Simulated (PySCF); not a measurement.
Molecule: `InChI=1S/C6H10/c1-4-2-5-3-6(4)5/h4-6H,2-3H2,1H3/t4-,5+,6+/m1/s1`.

Bonds (- single, = double, # triple, : aromatic): C1-C2, C2-C3, C3-C4, C4-C5, C5-C6, C6-C2, C6-C4. C1 carries H7, H8, H9; C2 carries H10; C3 carries H11, H12; C4 carries H13; C5 carries H14, H15; C6 carries H16. Stereochemistry as in C[C@@H]1C[C@H]2C[C@H]21. H12 is cis to C1 on the ring; H15 is cis to C2 on the ring; H11 is trans to C1 on the ring; H14 is trans to C2 on the ring.

Frames of a GFN2-xTB Langevin trajectory at 300 K; GIAO PBE0/pcSseg-1 shieldings in PySCF 2.14, gas phase, non-relativistic; equivalent atoms averaged within each frame.

δ = σ(ref) − σ, references computed at the same level: TMS for ¹³C (σ = 186.93 ppm) and ¹H (σ = 31.72 ppm). The references are static minima.

Question: How do the shifts (ppm) fluctuate along the trajectory?

Answer: 
```
         time (fs)    C2    C3    C1    C5    C4    C6  H7/H8/H9   H10   H13   H12
optimised geometry  34.0  33.8  23.4  18.0  13.3  22.8      1.21  1.63  1.46  1.36
               250  41.9  36.0  32.6  24.0  20.3  18.6      2.22  2.22  1.98  1.86
               425  35.4  40.4  21.5  20.1  23.1  31.5      1.92  2.76  2.84  2.28
               625  32.8  30.9  22.9  14.5  13.3  41.3      1.42  1.79  1.88  0.73
               800  38.5  46.2  20.8  23.2  20.9  35.7      1.42  2.34  2.08  3.03
              1000  41.2  38.8  24.6  23.1   9.5  22.2      1.65  2.06  0.55  2.01
    mean of frames  37.9  38.4  24.5  20.9  17.4  29.9      1.73  2.23  1.87  1.98
standard deviation   3.8   5.6   4.8   3.9   5.8   9.4      0.35  0.36  0.82  0.83
```

5 frames give an uncertainty of the mean of about the standard deviation over 2.2 at best, since frames this close in time may not be independent; classical motion lacks zero-point vibration, and the reference would need the same averaging.
